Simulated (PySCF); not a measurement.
Molecule: SMILES Cc1cc1=O, C4H4O.

Bonds (- single, = double, # triple, : aromatic): C1-C2, C2=C3, C3-C4, C4=O5, C4-C2. C1 carries H6, H7, H8; C3 carries H9.

Frames of a GFN2-xTB Langevin trajectory at 600 K; GIAO PBE0/pcSseg-1 shieldings in PySCF 2.14.0 with density-fitted response routines, gas phase, non-relativistic; equivalent atoms averaged within each frame.

Scale: TMS for 13C (σref 186.93) and 1H (σref 31.72); H2O for 17O (σref 336.08) (reference shieldings calculated alike). The references are static minima.

Problem. How do the shifts (ppm) fluctuate along the trajectory?

Solution. 
```csv
time (fs),C2,C4,C3,C1,O5,H9,H6/H7/H8
250,217.5,169.7,166.2,18.4,359.2,8.58,2.93
425,177.4,155.8,164.5,19.5,325.6,8.57,2.70
625,177.7,160.6,147.6,21.8,330.0,8.82,4.34
800,187.0,170.2,172.1,15.6,413.6,8.92,2.97
1000,160.6,166.2,185.0,19.5,389.7,9.76,3.27
mean of frames,184.1,164.5,167.1,19.0,363.6,8.93,3.24
standard deviation,21.0,6.2,13.6,2.3,38.0,0.49,0.65
```

5 frames give an uncertainty of the mean of about the standard deviation over 2.2 at best, since frames this close in time may not be independent; classical motion lacks zero-point vibration, and the reference would need the same averaging.
